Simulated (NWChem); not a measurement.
All runs are NWChem calculations. System: ethanol (C2H6O), charge 0, spin multiplicity 1, at a geometry optimised with B3LYP/def2-SVP. Level: M06-2X/def2-TZVP.

Part of the output:

```
             Northwest Computational Chemistry Package (NWChem) 7.3.0
             --------------------------------------------------------

                                NWChem Input Module
                                -------------------

 Scaling coordinates for geometry "geometry" by  1.889725989
 (inverse scale =  0.529177249)

                             Geometry "geometry" -> ""
                             -------------------------

 Output coordinates in angstroms (scale by  1.889725989 to convert to a.u.)

  No.       Tag          Charge          X              Y              Z
 ---- ---------------- ---------- -------------- -------------- --------------
    1 C                    6.0000    -1.20340100     0.13643200     0.25063500
    2 C                    6.0000     0.07739000    -0.42639400    -0.35549500
    3 O                    8.0000     1.22870100     0.31321600    -0.00275500
    4 H                    1.0000    -2.08754000    -0.42787700    -0.08921100
    5 H                    1.0000    -1.33347600     1.19312400    -0.03170200
    6 H                    1.0000    -1.17892400     0.08035200     1.35322100
    7 H                    1.0000     0.18242600    -1.49778700    -0.08328900
    8 H                    1.0000     0.01932300    -0.38917000    -1.45594600
    9 H                    1.0000     1.32465500     0.27540200     0.95813200

 Effective nuclear repulsion energy (a.u.)      81.5052720398

            Nuclear Dipole moment (a.u.)
            ----------------------------
        X                 Y               Z
 ---------------- ---------------- ----------------
     0.0000113384    -0.0000000000     0.0000094486


 Summary of "ao basis" -> "" (spherical)
 ------------------------------------------------------------------------------
       Tag                 Description            Shells   Functions and Types
 ---------------- ------------------------------  ------  ---------------------
 *                         def2-tzvp                  on all atoms

                                 NWChem DFT Module
                                 -----------------

 Summary of "ao basis" -> "ao basis" (spherical)
 ------------------------------------------------------------------------------
       Tag                 Description            Shells   Functions and Types
 ---------------- ------------------------------  ------  ---------------------
 C                         def2-tzvp                11       31   5s3p2d1f
 O                         def2-tzvp                11       31   5s3p2d1f
 H                         def2-tzvp                 4        6   3s1p

 Summary of "ao basis" -> "ao basis" (spherical)
 ------------------------------------------------------------------------------
       Tag                 Description            Shells   Functions and Types
 ---------------- ------------------------------  ------  ---------------------
 C                         def2-tzvp                11       31   5s3p2d1f
 O                         def2-tzvp                11       31   5s3p2d1f
 H                         def2-tzvp                 4        6   3s1p

            General Information
            -------------------
          SCF calculation type: DFT
          Wavefunction type:  closed shell.
          No. of atoms     :     9
          No. of electrons :    26
           Alpha electrons :    13
            Beta electrons :    13
          Charge           :     0
          Spin multiplicity:     1
          Use of symmetry is: off; symmetry adaption is: off
          Maximum number of iterations: 100
          AO basis - number of functions:   129
                     number of shells:    57
          Convergence on energy requested:  1.00D-06
          Convergence on density requested:  1.00D-05
          Convergence on gradient requested:  5.00D-04

              XC Information
              --------------
                       M06-2X Method XC Functional
                     Hartree-Fock (Exact) Exchange  0.540
                        M06-2X Exchange Functional  1.000
                      M06-2X Correlation Potential  1.000

             Grid Information
             ----------------
[...]
                  --------------- ------------------- ---------------
          dE  on:    start            ASAP                start
          dE off:    2 iters        100 iters           100 iters

      Screening Tolerance Information
      -------------------------------
          Density screening/tol_rho:  1.00D-10
          AO Gaussian exp screening on grid/accAOfunc:  14
          CD Gaussian exp screening on grid/accCDfunc:  20
          XC Gaussian exp screening on grid/accXCfunc:  20
          Schwarz screening/accCoul:  1.00D-08

      Superposition of Atomic Density Guess
      -------------------------------------

 Sum of atomic energies:        -153.12581886

      Non-variational initial energy
      ------------------------------

 Total energy =    -154.762791
 1-e energy   =    -367.906369
 2-e energy   =     131.638306
 HOMO         =      -0.368840
 LUMO         =       0.070503

------------------------------------------------------------
EAF file 0: "./mol.aoints.0" size=524288 bytes
------------------------------------------------------------
               write      read    awrite     aread      wait
               -----      ----    ------     -----      ----
     calls:        1         0         0         0         0
   data(b): 5.24e+05  0.00e+00  0.00e+00  0.00e+00
   time(s): 0.00e+00  0.00e+00  0.00e+00  0.00e+00  0.00e+00
rate(mb/s): 0.00e+00  0.00e+00
------------------------------------------------------------

   convergence    iter        energy       DeltaE   RMS-Dens  Diis-err    time
 ---------------- ----- ----------------- --------- --------- ---------  ------
 d= 0,ls=0.0,diis     1   -154.9723354119 -2.36D+02  1.26D-02  5.35D-01     5.0
 d= 0,ls=0.0,diis     2   -154.9960897094 -2.38D-02  2.32D-03  3.63D-01     6.8
 d= 0,ls=0.0,diis     3   -155.0242197247 -2.81D-02  5.71D-04  2.86D-02     8.6
 d= 0,ls=0.0,diis     4   -155.0264763934 -2.26D-03  1.33D-04  4.69D-04    10.2
 d= 0,ls=0.0,diis     5   -155.0265228195 -4.64D-05  3.75D-05  6.55D-05    11.8
  Resetting Diis
 d= 0,ls=0.0,diis     6   -155.0265304399 -7.62D-06  1.15D-05  2.54D-06    13.5
 d= 0,ls=0.0,diis     7   -155.0265307501 -3.10D-07  1.92D-06  6.29D-08    15.4

         Total DFT energy =     -155.026530750117
      One electron energy =     -371.143351437427
           Coulomb energy =      156.220222729687
    Exchange-Corr. energy =      -21.608674082131
 Nuclear repulsion energy =       81.505272039754

 Numeric. integr. density =       25.999999027532

     Total iterative time =     14.9s

                       DFT Final Molecular Orbital Analysis
                       ------------------------------------

 Vector   11  Occ=2.000000D+00  E=-4.371999D-01
              MO Center= -7.0D-01, -2.3D-03,  1.6D-01, r^2= 2.6D+00
   Bfn.  Coefficient  Atom+Function         Bfn.  Coefficient  Atom+Function
  ----- ------------  ---------------      ----- ------------  ---------------
     8      0.206905  1 C  pz                95     -0.184531  4 H  s
   107      0.170487  6 H  s                 68      0.168653  3 O  px
    11      0.165160  1 C  pz                71      0.142212  3 O  px
    94     -0.129794  4 H  s                  6      0.119606  1 C  px
    69      0.118764  3 O  py               106      0.118986  6 H  s

 Vector   12  Occ=2.000000D+00  E=-3.918720D-01
              MO Center=  1.2D-01, -9.5D-02, -2.0D-01, r^2= 2.5D+00
   Bfn.  Coefficient  Atom+Function         Bfn.  Coefficient  Atom+Function
  ----- ------------  ---------------      ----- ------------  ---------------
    39      0.199699  2 C  pz               119     -0.189467  8 H  s
    70     -0.176743  3 O  pz                42      0.158170  2 C  pz
    68      0.153197  3 O  px                73     -0.140459  3 O  pz
   120     -0.137039  8 H  s                  8     -0.130464  1 C  pz
    71      0.128945  3 O  px               118     -0.123485  8 H  s

 Vector   13  Occ=2.000000D+00  E=-3.497850D-01
              MO Center=  6.2D-01, -5.1D-03, -1.8D-02, r^2= 1.9D+00
   Bfn.  Coefficient  Atom+Function         Bfn.  Coefficient  Atom+Function
  ----- ------------  ---------------      ----- ------------  ---------------
    69      0.321275  3 O  py                72      0.272121  3 O  py
    75      0.232043  3 O  py                68     -0.222975  3 O  px
    71     -0.189345  3 O  px               113      0.170168  7 H  s
    74     -0.165428  3 O  px                 6     -0.145542  1 C  px
    38     -0.140233  2 C  py                 9     -0.138988  1 C  px

 Vector   14  Occ=0.000000D+00  E= 5.986284D-02
              MO Center=  2.9D-01, -1.1D-01,  9.5D-01, r^2= 5.8D+00
   Bfn.  Coefficient  Atom+Function         Bfn.  Coefficient  Atom+Function
  ----- ------------  ---------------      ----- ------------  ---------------
     5      2.328793  1 C  s                 36      1.781471  2 C  s
   108     -1.327928  6 H  s                126     -1.190300  9 H  s
   114     -1.118960  7 H  s                 96     -0.903732  4 H  s
   102     -0.893549  5 H  s                120     -0.772827  8 H  s
    67      0.516536  3 O  s                 14      0.446117  1 C  pz

 Vector   15  Occ=0.000000D+00  E= 9.954141D-02
              MO Center= -3.9D-01,  5.8D-03,  4.9D-02, r^2= 7.7D+00
   Bfn.  Coefficient  Atom+Function         Bfn.  Coefficient  Atom+Function
  ----- ------------  ---------------      ----- ------------  ---------------
     5      3.992857  1 C  s                 96     -1.637569  4 H  s
   102     -1.448730  5 H  s                120     -1.225906  8 H  s
   126      1.151206  9 H  s                 67     -0.960006  3 O  s
   108     -0.915189  6 H  s                 43      0.627688  2 C  px
    45     -0.618341  2 C  pz               114     -0.473814  7 H  s

 Vector   16  Occ=0.000000D+00  E= 1.159503D-01
              MO Center= -5.0D-01, -4.3D-01, -1.4D-01, r^2= 7.6D+00
   Bfn.  Coefficient  Atom+Function         Bfn.  Coefficient  Atom+Function
  ----- ------------  ---------------      ----- ------------  ---------------
    36     -5.986662  2 C  s                  5      5.666273  1 C  s
   120      2.006440  8 H  s                114      1.936322  7 H  s
   108     -1.665071  6 H  s                102     -1.274531  5 H  s
    43      1.243478  2 C  px                12      1.096008  1 C  px
    96     -0.607452  4 H  s                 13     -0.376588  1 C  py

 center of mass
 --------------
 x =   0.12490582 y =   0.03112620 z =  -0.02651770

 moments of inertia (a.u.)
 ------------------
          54.501593987294         -10.803599769588          14.652179829432
         -10.803599769588         207.007564852157         -11.780179959685
          14.652179829432         -11.780179959685         210.196406086356

     Multipole analysis of the density
     ---------------------------------

     L   x y z        total         alpha         beta         nuclear
     -   - - -        -----         -----         ----         -------
     0   0 0 0     -0.000000    -13.000000    -13.000000     26.000000

     1   1 0 0     -0.431871     -0.215941     -0.215941      0.000011
     1   0 1 0     -0.296327     -0.148164     -0.148164     -0.000000
     1   0 0 1      0.430232      0.215111      0.215111      0.000009

     2   2 0 0    -16.372215    -61.960685    -61.960685    107.549155
     2   1 1 0     -0.415972     -2.327843     -2.327843      4.239714
     2   1 0 1      1.800759      4.726436      4.726436     -7.652112
     2   0 2 0    -15.316612    -18.498509    -18.498509     21.680406
     2   0 1 1      0.334169     -3.711202     -3.711202      7.756574
     2   0 0 2    -13.357829    -17.428054    -17.428054     21.498278

 Task  times  cpu:       15.4s     wall:       15.4s

 Total times  cpu:       15.5s     wall:       15.5s
```

Problem. Write an NWChem input that would produce this output.

Solution. Several could match; the one computed here: 
```
start mol
memory heap 200 mb stack 900 mb global 1100 mb
geometry units angstroms nocenter noautoz noautosym
  C     -1.203401     0.136432     0.250635
  C      0.077390    -0.426394    -0.355495
  O      1.228701     0.313216    -0.002755
  H     -2.087540    -0.427877    -0.089211
  H     -1.333476     1.193124    -0.031702
  H     -1.178924     0.080352     1.353221
  H      0.182426    -1.497787    -0.083289
  H      0.019323    -0.389170    -1.455946
  H      1.324655     0.275402     0.958132
end
basis spherical
  * library def2-tzvp
end
dft
  xc m06-2x
  semidirect memsize 60000000 filesize 0
  iterations 100
  grid fine
end
task dft energy
```
